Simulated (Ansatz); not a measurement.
# PF⁺, doublet in 6-31G: errors against full CI

Geometry: that of the PF, triplet, kept fixed.

```yaml
atoms:
  - { symbol: F, position_ang: [0.0000, 0.0000, 0.0000] }
  - { symbol: P, position_ang: [0.0000, 0.0000, 1.5934] }
```

Basis 6-31G; Ansatz 0.2.0. Correlated methods freeze the noble-gas cores, which leaves 11 electrons in 16 orbitals. Prefix R: restricted or restricted open-shell reference; prefix U: unrestricted. Active spaces: valence = (11e, 8o) chosen from the atoms' valence shells.

Full CI is exact within this basis and frozen core; it isn't the basis-set limit. The frozen core follows each run's orbitals, which can shift R against U totals by a few meV.

For open shells CISD and CISDTQ are restricted-active-space CI with the open shells as a complete middle space.

The UHF ⟨S²⟩ is 0.754, the T1 diagnostic (RCCSD) is 0.0295 and the largest doubles amplitude (RCCSD) is 0.064. The T1 diagnostic (UCCSD) is 0.0284.

```tsv
level	E − E(full CI) (kJ/mol)	share of correlation (%)	wall time
RHF	476.3	0.00	–
UHF	473.5	0.59	–
RMP2	27.5	94.24	–
UMP2	27.0	94.33	–
CISD	39.9	91.61	0.51 s
RCCSD	16.3	96.58	–
UCCSD	16.3	96.58	–
RCCSD(T)	2.7	99.43	0.39 s
UCCSD(T)	2.7	99.43	0.51 s
BCCD(T)	1.6	99.67	0.48 s
RCCSDT	1.4	99.71	–
UCCSDT	1.4	99.71	–
CISDTQ	1.8	99.62	8 s
RCCSDT(Q)	0.3	99.93	3.3 s
UCCSDT(Q)	-0.7	100.15	3 s
RCCSDTQ	-0.1	100.03	35 s
UCCSDTQ	-0.1	100.03	35 s
CASSCF (valence space)	271.7	42.96	–
NEVPT2 (valence space)	48.2	89.89	0.81 s
MRCISD (valence space)	17.8	96.27	–
MRCISD+Q (valence space)	10.2	97.86	1.4 s
```

The correlation energy at full CI, counted from RHF, is -4.937 eV. That run took 2.6 min on 1 thread of Arm Neoverse V2, shared host over 8,744,736 determinants.

Times hold each run's SCF and search for its determinant on a shared host, so for small cases they say little of a method's own cost; they ran on 1 thread of Arm Neoverse V2.

Not variational, and here over 5 meV under the exact energy: UCCSDT(Q).

The full-CI state has the irrep B1 of C2v, in the program's axes (one component, if the state is degenerate).

Natural occupations of full CI about the gap: 1.976 1.969 1.958 1.945 1.007 0.059 0.047 0.014 0.010 0.010; effectively unpaired electrons, Σ n²(2−n)², 1.05.
